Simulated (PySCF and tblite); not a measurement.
Values are calculated unless marked as measured or tabulated.
2 E/Z isomers of C4H7F, numbered alike:

```json
{"isomer": "A", "SMILES": "[CH3:1]/[CH:2]=[C:3](\\[CH3:4])[F:5]", "descriptors": "2=3 E"}
{"isomer": "B", "SMILES": "[CH3:1]/[CH:2]=[C:3](/[CH3:4])[F:5]", "descriptors": "2=3 Z"}
```

Each isomer is a Boltzmann average at 298.15 K over at most 4 conformers: PBE0-D3(BJ)/def2-SVP geometries, energies B3LYP/def2-TZVP (IEF-PCM, chloroform) (D3(BJ) added where defined), GFN2-xTB thermal terms. Programs: PySCF with density fitting and tblite.

Equilibrium rotational constants and dipole components of each isomer's leading conformer, in random order:

```json
{"set": "P", "A (MHz)": "9505", "B (MHz)": "3624", "C (MHz)": "2713", "abs μa": "0.19", "abs μb": "1.64", "abs μc (D)": "0.00"}
{"set": "Q", "A (MHz)": "8674", "B (MHz)": "3609", "C (MHz)": "2632", "abs μa": "1.43", "abs μb": "1.46", "abs μc (D)": "0.00"}
```

(1) Match sets and isomers.

The whole study took 5.1 min on 1 thread of Intel Xeon @ 2.70GHz, shared host (rough), peak memory 0.91 GiB, launched as `OMP_NUM_THREADS=1 python ens_run.py task.json out`.

Results:

(1) P is B (Cs), Q is A (Cs).
